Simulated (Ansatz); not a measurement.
# F2H2Si: molecular dynamics

Aim: follow the molecule's vibrations and see whether its bonds hold. The start is relaxed first. Runs: 40 steps of 2.5 fs under a Nosé-Hoover thermostat at 400 K; 250 steps of 0.5 fs under a Langevin thermostat, set from 300 K to 900 K by a schedule. SMILES of the start: F[SiH2]F.

Method: RKS PBE/def2-SVP, in Ansatz 0.2.0.

**1. The system as given**

Bond lengths: Si1–H2 1.460 Å, Si1–F3 1.590 Å, Si1–F4 1.589 Å, Si1–H5 1.459 Å. Angles: H2–Si1–F3 109.5°, H2–Si1–F4 109.5°, H2–Si1–H5 109.5°, F3–Si1–F4 109.5°, F3–Si1–H5 109.5°, F4–Si1–H5 109.5°.

Coordinates:

```xyz
5

Si    0.0000    0.0000    0.0000
H     0.0000    0.0000    1.4600
F     1.4994    0.0000   -0.5295
F    -0.7489    1.2974   -0.5295
H    -0.6877   -1.1914   -0.4862
```

**2. Relaxing the start**

The input, input.yaml:

```yaml
crystal:
  periodic: [false, false, false]
  atoms:
    - { symbol: Si, position_ang: [0.0, 0.0, 0.0] }
    - { symbol: H, position_ang: [0.0, 0.0, 1.46] }
    - { symbol: F, position_ang: [1.4994, 0.0, -0.5295] }
    - { symbol: F, position_ang: [-0.7489, 1.2974, -0.5295] }
    - { symbol: H, position_ang: [-0.6877, -1.1914, -0.4862] }
basis:
  gaussian: { orbitals: def2-SVP }
hamiltonian:
  xc: pbe
relax:
  f_tol: 0.02
  max_steps: 40
```

Command:

```bash
$ ansatz run input.yaml --threads 1 --pin off --max-ram 2048MiB --backend cpu --events-out ev --progress --plain --runs-dir out
```

Standard output, shortened:

```text
Warning: RAYON_NUM_THREADS=1 ignored (pool sized by the plan → 1); use --threads N
[...]
Functional definition: PBE
[...]
608 factors; their error is unknown
[...]
mean field -13330.53227693 eV, -489.8880254178 hartree, gradient 9.0e-6 eV, S^2 0.000000; 0 other end points of the search recorded, 0 dependent functions left out
[...]
reference -13330.53230189 eV, -489.8880263353 hartree; 17, 17 occupied and 39, 39 virtual orbitals, 608 factors
relax step   1: F+E_penalty+E_count = -13330.53227693 eV  Δ(F+E_penalty+E_count) = +0.000e0 eV  max|allowed force component| = 1.246e0 eV/Å  Δτ_max = 0.0000 Å  (22 SCF iters, accepted)
[...]
relax step   3: F+E_penalty+E_count = -13330.61932802 eV  Δ(F+E_penalty+E_count) = -1.842e-2 eV  max|allowed force component| = 3.722e-2 eV/Å  Δτ_max = 0.0174 Å  (25 SCF iters, accepted)
[...]
relax step   4: F+E_penalty+E_count = -13330.61953269 eV  Δ(F+E_penalty+E_count) = -2.047e-4 eV  max|allowed force component| = 4.546e-3 eV/Å  Δτ_max = 0.0041 Å  (25 SCF iters, accepted)
608 factors; their error is unknown
mean field -13330.61953269 eV, -489.8912320079 hartree, gradient 1.2e-5 eV, S^2 0.000000; 1 other end points of the search recorded, 0 dependent functions left out
[...]
reference -13330.61955739 eV, -489.8912329155 hartree; 17, 17 occupied and 39, 39 virtual orbitals, 608 factors
Total energy: -13330.61955739 eV, -489.8912329155 hartree
Atom 0 at    -0.012087    -0.021477     0.017804 Å, force    -0.000246    -0.000540     0.000411 eV/Å
Atom 1 at     0.021735     0.037427     1.509479 Å, force    -0.001069    -0.001819     0.002009 eV/Å
Atom 2 at     1.518111    -0.003032    -0.534272 Å, force    -0.001912     0.004171    -0.001871 eV/Å
Atom 3 at    -0.761113     1.312869    -0.534566 Å, force     0.004546     0.000441    -0.001870 eV/Å
Atom 4 at    -0.703848    -1.219788    -0.543646 Å, force    -0.001319    -0.002253     0.001322 eV/Å
Dipole moment:    -0.124013    -0.214752     0.175330 e Å
```

Wall time 4.5 s (1 thread of Arm Neoverse V2, shared host); peak memory 0.1 GiB.

The steps of the relaxation:

```csv
step,energy from step 1 (eV),largest force component (eV/Å)
1,0.0000,1.2462
2,-0.0686,0.7200
3,-0.0871,0.0372
4,-0.0873,0.0045
```

Step 1 is the start.

After: Bond lengths: Si1–H2 1.493 Å, Si1–F3 1.627 Å, Si1–F4 1.627 Å, Si1–H5 1.493 Å. Angles: H2–Si1–F3 108.5°, H2–Si1–F4 108.5°, H2–Si1–H5 114.7°, F3–Si1–F4 108.0°, F3–Si1–H5 108.5°, F4–Si1–H5 108.5°.

**3. Run 1**

40 steps of 2.5 fs under a Nosé-Hoover thermostat at 400 K, from the relaxed start.

The input, input.yaml:

```yaml
crystal:
  periodic: [false, false, false]
  atoms:
    - { symbol: Si, position_ang: [-0.012087, -0.021477, 0.017804] }
    - { symbol: H, position_ang: [0.021735, 0.037427, 1.509479] }
    - { symbol: F, position_ang: [1.518111, -0.003032, -0.534272] }
    - { symbol: F, position_ang: [-0.761113, 1.312869, -0.534566] }
    - { symbol: H, position_ang: [-0.703848, -1.219788, -0.543646] }
basis:
  gaussian: { orbitals: def2-SVP }
hamiltonian:
  xc: pbe
md:
  timestep: 2.5
  n_steps: 40
  ensemble: nvt_nose_hoover
  temperature: 400.0
  initial_velocities: maxwell_boltzmann
  seed: 367419
  nose_hoover: { tau: 100.0, chain_length: 5 }
```

Command:

```bash
$ ansatz run input.yaml --threads 1 --pin off --max-ram 2048MiB --backend cpu --events-out ev --progress --plain --runs-dir out
```

Standard output, shortened:

```text
Warning: RAYON_NUM_THREADS=1 ignored (pool sized by the plan → 1); use --threads N
[...]
[... 1 set-up line as earlier in the session ...]
[...]
608 factors; their error is unknown
[...]
mean field -13330.61953269 eV, -489.8912320079 hartree, gradient 1.3e-5 eV, S^2 0.000000; 0 other end points of the search recorded, 0 dependent functions left out
[...]
reference -13330.61955739 eV, -489.8912329155 hartree; 17, 17 occupied and 39, 39 virtual orbitals, 608 factors
md step     0: t =     0.00 fs  T =   400.0 K  F+E_penalty+E_count = -13330.61953269 eV  E_kin = 0.155112 eV  conserved = -13330.46442069 eV  (24 SCF iters)
[...]
md step    10: t =    25.00 fs  T =   216.0 K  F+E_penalty+E_count = -13330.53707776 eV  E_kin = 0.083757 eV  conserved = -13330.45578116 eV  (25 SCF iters)
[...]
md step    20: t =    50.00 fs  T =   286.6 K  F+E_penalty+E_count = -13330.56320730 eV  E_kin = 0.111145 eV  conserved = -13330.46220755 eV  (25 SCF iters)
[...]
md step    30: t =    75.00 fs  T =   284.5 K  F+E_penalty+E_count = -13330.53880929 eV  E_kin = 0.110312 eV  conserved = -13330.45412821 eV  (25 SCF iters)
[...]
md step    39: t =    97.50 fs  T =   321.8 K  F+E_penalty+E_count = -13330.53486394 eV  E_kin = 0.124789 eV  conserved = -13330.45456200 eV  (26 SCF iters)
[...]
md step    40: t =   100.00 fs  T =   411.0 K  F+E_penalty+E_count = -13330.57308100 eV  E_kin = 0.159394 eV  conserved = -13330.46219115 eV  (22 SCF iters)
Total energy: -13330.57310591 eV, -489.8895258552 hartree
Atom 0 at    -0.022177    -0.035602     0.034310 Å, force     0.282878     0.347100    -0.836489 eV/Å
Atom 1 at    -0.042683     0.082645     1.527044 Å, force     0.048776    -0.238300    -0.091707 eV/Å
Atom 2 at     1.511872     0.014433    -0.545450 Å, force    -0.240711    -0.072825     0.399048 eV/Å
Atom 3 at    -0.738942     1.313159    -0.542194 Å, force    -0.070348    -0.085648     0.123569 eV/Å
Atom 4 at    -0.658586    -1.206095    -0.666650 Å, force    -0.020595     0.049673     0.405579 eV/Å
Dipole moment:    -0.142098    -0.253124     0.237764 e Å
```

It took 36 s on 1 thread of Arm Neoverse V2, shared host; peak memory 0.09 GiB.

**4. The trajectory**

One step in 3; energies are changes from step 0:

```csv
time (fs),T (K),potential energy change (meV/atom),conserved energy change (meV/atom)
0.0,400,0.0,0.00
7.5,130,22.0,1.06
15.0,173,18.5,0.76
22.5,291,9.7,0.89
30.0,149,21.4,1.21
37.5,172,20.1,1.40
45.0,221,17.1,1.61
52.5,235,16.8,1.69
60.0,150,24.6,2.15
67.5,203,21.1,1.97
75.0,284,16.1,2.06
82.5,142,28.5,2.22
90.0,166,27.7,2.30
97.5,322,16.9,1.97
100.0,411,9.3,0.45
```

time (fs), T (K) and a bar:
```
      0.0        400 #############################
      5.0        227 #############
      7.5        130 ####
     12.5         85 
     17.5        226 #############
     22.5        291 ###################
     25.0        216 ############
     30.0        149 ######
     35.0        177 ########
     40.0        184 #########
     42.5        243 ###############
     47.5        240 ##############
     52.5        235 ##############
     57.5        233 ##############
     60.0        150 ######
     65.0        212 ############
     70.0        278 ##################
     75.0        284 ##################
     77.5        284 ##################
     82.5        142 #####
     87.5        157 #######
     92.5        264 #################
     95.0        280 ##################
    100.0        411 ##############################
```

**5. Positions and forces**

Positions (Å) and forces (eV/Å):

```xyz
5
time_fs=12.5 T=85 dE=0.1294
Si   -0.004   -0.007    0.032   -0.324   -0.665   -0.841
H    -0.147   -0.136    1.537    0.345    0.449   -0.350
F     1.542   -0.029   -0.546   -0.598    0.404    0.601
F    -0.794    1.329   -0.542    0.600   -0.652    0.476
H    -0.600   -1.259   -0.596   -0.023    0.465    0.114
5
time_fs=25.0 T=216 dE=0.0825
Si   -0.002   -0.006    0.002   -0.427   -0.448    0.543
H     0.072    0.168    1.527   -0.133   -0.397   -0.647
F     1.529   -0.028   -0.520    0.272    0.084   -0.194
F    -0.788    1.305   -0.520   -0.047    0.457   -0.257
H    -0.728   -1.173   -0.673    0.335    0.305    0.555
5
time_fs=37.5 T=172 dE=0.1004
Si   -0.008   -0.011   -0.018   -0.100   -0.615    1.775
H     0.168    0.119    1.497   -0.324   -0.127   -0.506
F     1.531   -0.019   -0.507    0.218   -0.071   -0.675
F    -0.783    1.310   -0.515   -0.184    0.386   -0.469
H    -0.798   -1.247   -0.427    0.390    0.428   -0.125
5
time_fs=50.0 T=287 dE=0.0563
Si   -0.011   -0.025    0.021    0.010    0.352   -0.391
H    -0.052   -0.041    1.523    0.163    0.229   -0.168
F     1.543   -0.014   -0.537   -0.772    0.121    0.336
F    -0.785    1.336   -0.539    0.579   -0.949    0.365
H    -0.671   -1.271   -0.502    0.020    0.246   -0.142
5
time_fs=62.5 T=167 dE=0.1132
Si   -0.012   -0.022    0.040    0.172    0.408   -1.270
H    -0.094    0.038    1.505    0.127   -0.146    0.416
F     1.508    0.001   -0.547    0.215    0.151    0.480
F    -0.750    1.305   -0.543   -0.058    0.274    0.185
H    -0.590   -1.118   -0.741   -0.456   -0.687    0.189
5
time_fs=75.0 T=284 dE=0.0807
Si   -0.018   -0.026    0.013    0.073   -0.454    0.415
H     0.054   -0.015    1.465   -0.023    0.140    0.818
F     1.487    0.025   -0.529    0.898   -0.179   -0.432
F    -0.721    1.293   -0.536   -0.703    1.012   -0.376
H    -0.744   -1.201   -0.458   -0.245   -0.519   -0.424
5
time_fs=87.5 T=157 dE=0.1359
Si   -0.032   -0.064    0.021    0.696    1.899   -0.324
H     0.127    0.043    1.473   -0.142    0.036    0.585
F     1.520    0.036   -0.533   -0.729   -0.482   -0.099
F    -0.734    1.339   -0.548    0.228   -1.222    0.326
H    -0.802   -1.266   -0.344   -0.052   -0.231   -0.489
5
time_fs=100.0 T=411 dE=0.0465
Si   -0.022   -0.036    0.034    0.283    0.347   -0.837
H    -0.043    0.083    1.527    0.049   -0.238   -0.092
F     1.512    0.014   -0.545   -0.241   -0.073    0.399
F    -0.739    1.313   -0.542   -0.070   -0.086    0.124
H    -0.659   -1.206   -0.667   -0.021    0.050    0.406
```

On run 1: Against a set 400 K the second half averages 239 K with a spread of 68 K; 19 meV/atom has gone into potential energy, and a thermostat that acts over some 100 fs has not made it up in 100 fs. The conserved energy strays from its start by at most 2.30 meV/atom, 13 % of the mean kinetic energy, which is poor: the step of 2.5 fs is too long for the fastest motion. No bond forms or breaks.

**6. Run 2**

250 steps of 0.5 fs under a Langevin thermostat, set from 300 K to 900 K by a schedule, starting from the last frame of an earlier run, with new velocities.

The input, input.yaml:

```yaml
crystal:
  periodic: [false, false, false]
  atoms:
    - { symbol: Si, position_ang: [-0.022177, -0.035602, 0.03431] }
    - { symbol: H, position_ang: [-0.042683, 0.082645, 1.527044] }
    - { symbol: F, position_ang: [1.511872, 0.014433, -0.54545] }
    - { symbol: F, position_ang: [-0.738942, 1.313159, -0.542194] }
    - { symbol: H, position_ang: [-0.658586, -1.206095, -0.66665] }
basis:
  gaussian: { orbitals: def2-SVP }
hamiltonian:
  xc: pbe
md:
  timestep: 0.5
  n_steps: 250
  ensemble: nvt_langevin
  temperature: 300.0
  initial_velocities: maxwell_boltzmann
  seed: 599007
  friction: 0.01
  temperature_schedule:
    - { n_steps: 62, end_temperature: 300.0 }
    - { n_steps: 188, end_temperature: 900.0 }
```

Command:

```bash
$ ansatz run input.yaml --threads 1 --pin off --max-ram 2048MiB --backend cpu --events-out ev --progress --plain --runs-dir out
```

Standard output, shortened:

```text
Warning: RAYON_NUM_THREADS=1 ignored (pool sized by the plan → 1); use --threads N
[...]
[... 1 set-up line as earlier in the session ...]
[...]
608 factors; their error is unknown
[...]
mean field -13330.57308050 eV, -489.8895249213 hartree, gradient 4.5e-5 eV, S^2 0.000000; 0 other end points of the search recorded, 0 dependent functions left out
[...]
reference -13330.57310544 eV, -489.8895258381 hartree; 17, 17 occupied and 39, 39 virtual orbitals, 608 factors
md step     0: t =     0.00 fs  T =   240.0 K (target 300.0 K)  F+E_penalty+E_count = -13330.57308050 eV  E_kin = 0.155112 eV  (21 SCF iters)
[...]
md step    30: t =    15.00 fs  T =   266.7 K (target 300.0 K)  F+E_penalty+E_count = -13330.48574944 eV  E_kin = 0.172379 eV  (26 SCF iters)
[...]
md step    60: t =    30.00 fs  T =   240.5 K (target 300.0 K)  F+E_penalty+E_count = -13330.50230861 eV  E_kin = 0.155458 eV  (26 SCF iters)
[...]
md step    90: t =    45.00 fs  T =   283.8 K (target 387.8 K)  F+E_penalty+E_count = -13330.51085488 eV  E_kin = 0.183400 eV  (26 SCF iters)
[...]
md step   120: t =    60.00 fs  T =   278.1 K (target 483.5 K)  F+E_penalty+E_count = -13330.49987396 eV  E_kin = 0.179716 eV  (27 SCF iters)
md step   121: t =    60.50 fs  T =   283.3 K (target 486.7 K)  F+E_penalty+E_count = -13330.49324394 eV  E_kin = 0.183083 eV  (23 SCF iters)
md step   122: t =    61.00 fs  T =   253.1 K (target 489.9 K)  F+E_penalty+E_count = -13330.48703831 eV  E_kin = 0.163608 eV  (27 SCF iters)
```

**7. The output, continued: dynamics from the last frame of an earlier run**

The log, continued, shortened:

```text
md step   123: t =    61.50 fs  T =   218.5 K (target 493.1 K)  F+E_penalty+E_count = -13330.48381251 eV  E_kin = 0.141220 eV  (27 SCF iters)
[...]
md step   155: t =    77.50 fs  T =   206.0 K (target 595.2 K)  F+E_penalty+E_count = -13330.46032176 eV  E_kin = 0.133158 eV  (27 SCF iters)
[...]
md step   187: t =    93.50 fs  T =   401.6 K (target 697.3 K)  F+E_penalty+E_count = -13330.45088953 eV  E_kin = 0.259560 eV  (28 SCF iters)
[...]
md step   219: t =   109.50 fs  T =   614.5 K (target 799.5 K)  F+E_penalty+E_count = -13330.52236486 eV  E_kin = 0.397175 eV  (25 SCF iters)
[...]
md step   249: t =   124.50 fs  T =   689.0 K (target 895.2 K)  F+E_penalty+E_count = -13330.53542744 eV  E_kin = 0.445310 eV  (27 SCF iters)
[...]
md step   250: t =   125.00 fs  T =   664.7 K (target 898.4 K)  F+E_penalty+E_count = -13330.53835019 eV  E_kin = 0.429574 eV  (23 SCF iters)
Total energy: -13330.53837530 eV, -489.8882495288 hartree
Atom 0 at     0.188117    -0.062296    -0.033142 Å, force    -0.767779    -1.125787     0.186597 eV/Å
Atom 1 at     0.806094     0.238406     1.266221 Å, force     0.001271     0.242247     0.457264 eV/Å
Atom 2 at     1.432434    -0.123503    -1.058465 Å, force     0.216344    -0.211420    -0.452759 eV/Å
Atom 3 at    -0.815294     1.093042    -0.548233 Å, force    -0.162765     0.421204    -0.029912 eV/Å
Atom 4 at    -0.680844    -1.353551     0.002791 Å, force     0.712928     0.673756    -0.161190 eV/Å
Dipole moment:    -0.024242    -0.149893     0.229815 e Å
```

Run time: 3.6 min. Hardware: 1 thread of Arm Neoverse V2, shared host; peak memory 0.09 GiB.

**8. Frames and traces**

One step in 13; energies are changes from step 0:

```csv
time (fs),T (K),potential energy change (meV/atom)
0.0,240,0.0
6.5,230,8.0
13.0,220,18.9
19.5,233,16.6
26.0,193,13.7
32.5,189,22.4
39.0,294,19.8
45.5,259,15.3
52.0,256,17.2
58.5,305,13.3
65.0,276,6.7
71.5,151,25.0
78.0,182,20.9
84.5,308,4.7
91.0,371,18.6
97.5,341,29.6
104.0,507,16.6
110.5,646,15.1
117.0,473,27.3
123.5,578,10.4
125.0,665,6.9
```

time (fs), T (K) and a bar:
```
      0.0        240 ######
      5.5        208 ####
     11.0        143 
     16.5        207 ####
     21.5        279 ########
     27.0        235 #####
     32.5        189 ###
     38.0        341 ###########
     43.5        354 ############
     49.0        153 #
     54.5        214 ####
     60.0        278 ########
     65.0        276 ########
     70.5        160 #
     76.0        184 ##
     81.5        296 #########
     87.0        335 ###########
     92.5        405 ###############
     98.0        315 ##########
    103.5        524 ######################
    108.5        549 #######################
    114.0        524 ######################
    119.5        428 ################
    125.0        665 ##############################
```

Maxima of the velocity power spectrum (cm⁻¹, relative height; resolution about 530 cm⁻¹): 800 (100), 2270 (41).

**9. Positions and forces**

Extended XYZ, with forces in eV/Å:

```xyz
5
time_fs=15.5 T=250 dE=0.0958
Si   -0.010   -0.036    0.046    0.117   -0.459   -0.587
H     0.070   -0.108    1.531    0.172    0.381    0.103
F     1.524    0.052   -0.592   -1.092   -0.348    0.417
F    -0.756    1.306   -0.519    0.078   -0.272    0.279
H    -0.867   -1.271   -0.349    0.725    0.699   -0.212
5
time_fs=31.0 T=200 dE=0.0920
Si    0.044   -0.019    0.041   -1.783   -0.613    1.461
H     0.312    0.208    1.506   -0.275   -0.333   -0.093
F     1.465    0.029   -0.614    2.156   -0.143   -1.271
F    -0.762    1.284   -0.451   -0.509    0.442   -0.363
H    -0.718   -1.289   -0.395    0.411    0.648    0.267
5
time_fs=47.0 T=224 dE=0.1202
Si    0.052   -0.028    0.071    0.665    0.164   -1.111
H     0.196    0.147    1.586    0.101   -0.275   -0.647
F     1.548    0.024   -0.726   -1.616   -0.018    1.071
F    -0.798    1.309   -0.414    0.432   -0.800    0.165
H    -0.642   -1.324   -0.466    0.417    0.929    0.522
5
time_fs=62.5 T=248 dE=0.0845
Si    0.092    0.002    0.060   -1.052   -0.595    0.975
H     0.471   -0.011    1.567   -0.298    0.300   -0.878
F     1.504    0.018   -0.736   -0.045    0.044   -0.289
F    -0.833    1.301   -0.372    0.681   -0.563    0.255
H    -0.780   -1.259   -0.241    0.715    0.814   -0.062
5
time_fs=78.0 T=182 dE=0.1046
Si    0.079    0.003    0.043   -0.482   -0.890    1.286
H     0.525    0.305    1.472   -0.318   -0.531   -0.329
F     1.454    0.034   -0.776    0.634   -0.179   -0.760
F    -0.820    1.263   -0.344   -0.649    0.924   -0.531
H    -0.800   -1.240   -0.308    0.815    0.675    0.334
5
time_fs=94.0 T=407 dE=0.1248
Si    0.085   -0.031    0.057   -0.024    0.015   -1.394
H     0.219    0.088    1.552    0.417    0.145   -0.273
F     1.454    0.044   -0.910   -0.976   -0.019    1.243
F    -0.817    1.272   -0.442    0.429   -0.915    0.356
H    -0.550   -1.394   -0.283    0.153    0.775    0.069
5
time_fs=109.5 T=615 dE=0.0507
Si    0.127   -0.062   -0.009   -0.536    0.254   -0.054
H     0.546    0.379    1.343    0.089   -0.417    0.344
F     1.411    0.021   -0.978    0.615   -0.399   -0.325
F    -0.785    1.182   -0.510   -0.559    0.066   -0.152
H    -0.627   -1.378   -0.214    0.392    0.496    0.188
5
time_fs=125.0 T=665 dE=0.0347
Si    0.188   -0.062   -0.033   -0.768   -1.126    0.187
H     0.806    0.238    1.266    0.001    0.242    0.457
F     1.432   -0.123   -1.058    0.216   -0.211   -0.453
F    -0.815    1.093   -0.548   -0.163    0.421   -0.030
H    -0.681   -1.354    0.003    0.713    0.674   -0.161
```

On run 2: The set-point goes from 300 to 900 K in 125 fs, and the last tenth of the run averages 511 K. Such a rate, of order 10^16 K/s, is far beyond any furnace or quench, and the atoms lag the set-point. No bond forms or breaks.

**10. Results**

| quantity | value |
| --- | --- |
| relaxation of the start | 3 moves, 0.087 eV lower |
| run 1: length | 40 steps of 2.5 fs |
| run 1: temperature, first and last step | 400 and 411 K |
| run 1: temperature, second half | mean 239 K, from 142 to 411 K |
| run 1: potential energy, second half | +19 meV/atom from this run's first step |
| run 1: largest change of the conserved energy | 2.30 meV/atom |
| run 1: bonds formed or broken | 0 |
| run 2: length | 250 steps of 0.5 fs |
| run 2: temperature, first and last step | 240 and 665 K |
| run 2: temperature, second half | mean 376 K, from 148 to 689 K |
| run 2: potential energy, second half | +18 meV/atom from this run's first step |
| run 2: bonds formed or broken | 0 |

What this shows: Mean temperatures of the second halves: 239 K, 376 K. No bond formed or broke in any run. Averages from a run of 125 fs with 5 atoms are rough. The nuclei move classically, without zero-point motion, which matters most for hydrogen.
